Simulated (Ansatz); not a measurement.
Input file:

```yaml
crystal:
  periodic: [false, false, false]
  atoms:
    - {symbol: Ge, position_ang: [-0.022102, 0.038653, 1.246543]}
    - {symbol: As, position_ang: [0.046082, -0.019073, -1.187293]}
    - {symbol: H, position_ang: [0.034626, -1.555165, 1.268133]}
    - {symbol: H, position_ang: [-1.065901, -1.026058, -1.407248]}
    - {symbol: H, position_ang: [-0.801201, 1.213287, -1.443306]}
basis:
  gaussian: {orbitals: cc-pVDZ}
correlation: {active_space: {ras: {orbitals: [6, 0, 35], electrons: 12, max_holes: 2, max_particles: 2}, fixed_orbitals: true}}
accuracy: high
output: {forces: true}
```

```sh
$ ansatz run in.yaml --threads 1 --pin off --events-out ev --progress --plain --max-ram 2393MiB
```

Task: Roughly how long does this take on 1 thread of Arm Neoverse V2, shared host, and how much host memory?

Result: 9.5 s wall and 0.24 GiB.

```
1500 factors; integrals over basis functions are off by at most 4.5e-9 eV
mean field evaluation 1: about -117313.5937 eV, gradient 1.0e1 eV
mean field evaluation 2: about -117313.6034 eV, gradient 1.0e1 eV
mean field evaluation 4: about -117314.2397 eV, gradient 1.3e0 eV
mean field evaluation 8: about -117314.2539 eV, gradient 2.0e-2 eV
mean field -117314.25388118 eV, -4311.2193116759 hartree, gradient 1.2e-8 eV, S^2 0.000000; 0 other end points of the search recorded, 0 dependent functions left out
reference -117314.25388118 eV, -4311.2193116759 hartree; 34, 34 occupied and 35, 35 virtual orbitals, 1500 factors
state -117319.94900000 eV, -4311.4286034323 hartree
the calculation of the forces begins
mean field evaluation 16: about -117314.2539 eV, gradient 1.2e-8 eV
Total energy: -117319.94900000 eV, -4311.4286034323 hartree
Atom 0 at    -0.022102     0.038653     1.246543 Å, force    -0.007190    -0.087611     0.293127 eV/Å
Atom 1 at     0.046082    -0.019073    -1.187293 Å, force    -0.017639     0.051138    -0.344026 eV/Å
Atom 2 at     0.034626    -1.555165     1.268133 Å, force     0.005041     0.039393     0.065477 eV/Å
Atom 3 at    -1.065901    -1.026058    -1.407248 Å, force     0.004383     0.005978     0.006215 eV/Å
Atom 4 at    -0.801201     1.213287    -1.443306 Å, force     0.015406    -0.008897    -0.020794 eV/Å
Dipole moment:    -0.106832     0.010387     0.076073 e Å
```

Forces (eV/Å):
```
Ge  -0.007 -0.088  0.293
As  -0.018  0.051 -0.344
H    0.005  0.039  0.065
H    0.004  0.006  0.006
H    0.015 -0.009 -0.021
```
